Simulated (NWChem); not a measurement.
System: propane (C3H8); SMILES C(C)C

NWChem input:

```
start job
memory heap 200 mb stack 900 mb global 1100 mb
geometry units angstroms noautoz
  C     -1.271095     0.000000     0.257139
  C      0.000000     0.000000    -0.578926
  C      1.271095     0.000000     0.257139
  H     -2.173992     0.000000    -0.372814
  H     -1.321209    -0.887508     0.909034
  H     -1.321209     0.887508     0.909034
  H      0.000000     0.879152    -1.246577
  H      0.000000    -0.879152    -1.246577
  H      2.173992     0.000000    -0.372814
  H      1.321209     0.887508     0.909034
  H      1.321209    -0.887508     0.909034
end
basis spherical
  * library def2-svp
end
dft
  xc xpbe96 cpbe96
  iterations 150
  vectors input atomic output neutral.movecs
end
task dft energy
charge 1
dft
  odft
  mult 2
  vectors input atomic output cation.movecs
end
task dft energy
```

Output (shortened):

```
             Northwest Computational Chemistry Package (NWChem) 7.3.0
             --------------------------------------------------------

 C2V symmetry detected

                             Geometry "geometry" -> ""
                             -------------------------

 Output coordinates in angstroms (scale by  1.889725989 to convert to a.u.)

  No.       Tag          Charge          X              Y              Z
 ---- ---------------- ---------- -------------- -------------- --------------
    1 C                    6.0000    -1.27109500     0.00000000     0.25677492
    2 C                    6.0000     0.00000000     0.00000000    -0.57929008
    3 C                    6.0000     1.27109500     0.00000000     0.25677492
    4 H                    1.0000    -2.17399200     0.00000000    -0.37317808
    5 H                    1.0000    -1.32120900    -0.88750800     0.90866992
    6 H                    1.0000    -1.32120900     0.88750800     0.90866992
    7 H                    1.0000     0.00000000     0.87915200    -1.24694108
    8 H                    1.0000     0.00000000    -0.87915200    -1.24694108
    9 H                    1.0000     2.17399200     0.00000000    -0.37317808
   10 H                    1.0000     1.32120900     0.88750800     0.90866992
   11 H                    1.0000     1.32120900    -0.88750800     0.90866992

 Effective nuclear repulsion energy (a.u.)      82.3925873479

      Symmetry information
      --------------------

 Group name             C2v
 Group number             16
 Group order               4
 No. of unique centers     5

  pbe96 is a nonlocal functional; adding pw91lda local functional.

                                 NWChem DFT Module
                                 -----------------

 Summary of "ao basis" -> "ao basis" (spherical)
 ------------------------------------------------------------------------------
       Tag                 Description            Shells   Functions and Types
 ---------------- ------------------------------  ------  ---------------------
 C                          def2-svp                 6       14   3s2p1d
 H                          def2-svp                 3        5   2s1p

      Symmetry analysis of basis
      --------------------------

        a1         30
        a2         12
        b1         23
        b2         17

            General Information
            -------------------
          SCF calculation type: DFT
          Wavefunction type:  closed shell.
          No. of atoms     :    11
          No. of electrons :    26
           Alpha electrons :    13
            Beta electrons :    13
          Charge           :     0
          Spin multiplicity:     1
          Use of symmetry is: on ; symmetry adaption is: on
          Maximum number of iterations: 150
          AO basis - number of functions:    82
                     number of shells:    42
          Convergence on energy requested:  1.00D-06
          Convergence on density requested:  1.00D-05
          Convergence on gradient requested:  5.00D-04

              XC Information
              --------------
          PerdewBurkeErnzerhof Exchange Functional  1.000
            Perdew 1991 LDA Correlation Functional  1.000 local
           PerdewBurkeErnz. Correlation Functional  1.000 non-local

             Grid Information
             ----------------
          Grid used for XC integration:  medium
          Radial quadrature: Mura-Knowles
          Angular quadrature: Lebedev.
          Tag              B.-S. Rad. Rad. Pts. Rad. Cut. Ang. Pts.
          ---              ---------- --------- --------- ---------
          C                   0.70       49          10.0       434
          H                   0.35       45          11.0       434
          Grid pruning is: on
          Number of quadrature shells:   233
          Spatial weights used:  Erf1

      Superposition of Atomic Density Guess
      -------------------------------------

 Sum of atomic energies:        -116.86866365

      Non-variational initial energy
      ------------------------------

 Total energy =    -119.043926
 1-e energy   =    -317.471492
 2-e energy   =     116.034979
 HOMO         =      -0.393353
 LUMO         =       0.094399

      Symmetry analysis of molecular orbitals - initial
      -------------------------------------------------

  Numbering of irreducible representations:

     1 a1          2 a2          3 b1          4 b2

  Orbital symmetries:

     1 a1          2 b1          3 a1          4 a1          5 b1
     6 a1          7 b2          8 a1          9 b1         10 a2
    11 b1         12 a1         13 b2         14 a1         15 b1
    16 a1         17 b2         18 a1         19 b1         20 b2
    21 a2         22 a1         23 b1

   convergence    iter        energy       DeltaE   RMS-Dens  Diis-err
 ---------------- ----- ----------------- --------- --------- ---------
 d= 0,ls=0.0,diis     1   -118.8468123683 -2.01D+02  6.55D-03  2.18D-01
 d= 0,ls=0.0,diis     2   -118.8682440197 -2.14D-02  1.85D-03  1.31D-02
 d= 0,ls=0.0,diis     3   -118.8678040736  4.40D-04  1.07D-03  1.63D-02
 d= 0,ls=0.0,diis     4   -118.8699167087 -2.11D-03  1.29D-04  1.04D-04
 d= 0,ls=0.0,diis     5   -118.8699317836 -1.51D-05  2.77D-05  7.31D-06
 d= 0,ls=0.0,diis     6   -118.8699325729 -7.89D-07  8.55D-06  1.02D-06

         Total DFT energy =     -118.869932572939
      One electron energy =     -321.296128871396
           Coulomb energy =      139.069732415974
    Exchange-Corr. energy =      -19.036123465396
 Nuclear repulsion energy =       82.392587347880

 Numeric. integr. density =       26.000016981924

                  Occupations of the irreducible representations
                  ----------------------------------------------

[...]
```

Level: PBE/def2-SVP, vertical spin-unrestricted ions. Geometry: optimised at PBE0/def2-SVP.
